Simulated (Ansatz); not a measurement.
**C3H7Cl: where a starting geometry ends**

The starting geometry of this gas-phase triplet was optimised with GFN2-xTB as a singlet; its bonds are those of `CC(C)Cl`.

| atom | x (Å) | y (Å) | z (Å) |
| --- | --- | --- | --- |
| C | -1.6454 | -0.5446 | -0.8863 |
| C | -0.1841 | -0.4237 | -1.2805 |
| C | 0.0479 | -0.7014 | -2.7543 |
| Cl | 0.3794 | 1.2454 | -0.9094 |
| H | -1.7787 | -0.3179 | 0.1686 |
| H | -2.2535 | 0.1428 | -1.4693 |
| H | -1.9884 | -1.5602 | -1.0710 |
| H | 0.4351 | -1.0798 | -0.6635 |
| H | -0.5361 | -0.0176 | -3.3654 |
| H | -0.2534 | -1.7212 | -2.9843 |
| H | 1.0980 | -0.5822 | -3.0084 |

Predict what it relaxes into with PBE-D3(BJ)/def2-SVP.

It rearranges, giving a structure with H8 bridging Cl4 and C2, given below by its coordinates. Distances that change by over a tenth: C2–H8 (1.09 → 1.21 Å). Contacts that open: C2–Cl4 (1.80 → 2.85 Å). Contacts that close: Cl4–H8 (2.34 → 1.66 Å).

The energy falls by 3.62 eV over 23 steps:

```csv
step,E − E(last) (eV)
1,3.622
3,1.275
6,0.403
8,0.383
11,0.304
13,0.145
16,0.007
18,0.003
21,0.000
23,0.000
```

Final geometry (Å):

```yaml
atoms:
  - { symbol: C, position_ang: [-1.8079, -0.6004, -0.9318] }
  - { symbol: C, position_ang: [-0.5141, -0.3207, -1.5877] }
  - { symbol: C, position_ang: [-0.0189, -0.7643, -2.9069] }
  - { symbol: Cl, position_ang: [1.4705, 0.8089, 0.1159] }
  - { symbol: H, position_ang: [-1.9587, 0.0396, -0.0391] }
  - { symbol: H, position_ang: [-2.6530, -0.4142, -1.6340] }
  - { symbol: H, position_ang: [-1.8941, -1.6625, -0.5917] }
  - { symbol: H, position_ang: [0.3577, 0.0176, -0.8261] }
  - { symbol: H, position_ang: [-0.7861, -0.5852, -3.6952] }
  - { symbol: H, position_ang: [0.2219, -1.8564, -2.9281] }
  - { symbol: H, position_ang: [0.9033, -0.2228, -3.1990] }
```

Frequencies at the end are all real (lowest 62 cm⁻¹). Open shells are spin-unrestricted. The triplet needn't be the ground state. Run with Ansatz 0.2.0, 62 s on 2 threads of Intel(R) Xeon(R) 6975P-C (Granite Rapids), with other jobs on the host.
